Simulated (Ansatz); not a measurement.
A made-up structure of BSiHO, closed shell:

```tsv
atom	x (Å)	y (Å)	z (Å)
B1	-1.0757	0.1172	-0.3931
Si2	0.8107	-0.1066	0.3115
O3	1.5706	-0.9829	1.2901
H4	2.1925	-1.0571	2.0307
```

It is relaxed with PBE-D4/def2-SVP and then PBE0-D4/def2-TZVP (Ansatz 0.2.0). Atoms count as bonded within 1.22 times the sum of their covalent radii (H–H: 0.88 Å). The end point is not checked to be a true minimum.

Question: Does its bonding change? (Judge from chemistry; the calculation decides.)

Answer: By the calculation: No: no bond forms or breaks.

Where it ends: The first stage lowers the energy by 0.74 eV in 9 steps. It ends as BSiHO ([B][Si][OH]):
```csv
atom,x (Å),y (Å),z (Å)
B1,-0.9167,-0.0439,0.0339
Si2,1.0283,0.0137,0.0756
O3,1.7423,-1.0668,1.0915
H4,1.6443,-0.9325,2.0382
```

Labels in which every atom is bracketed show which atoms are joined, not bond orders.

For scale, one of the runs: PBE0-D4/def2-TZVP relaxation, 105 basis functions, launched by `ansatz run in.yaml --threads 2 --pin off --events-out ev --progress --plain --max-ram 4352MiB`. The run took about 19 s on 2 CPU threads of an Arm Neoverse V2 (shared host).
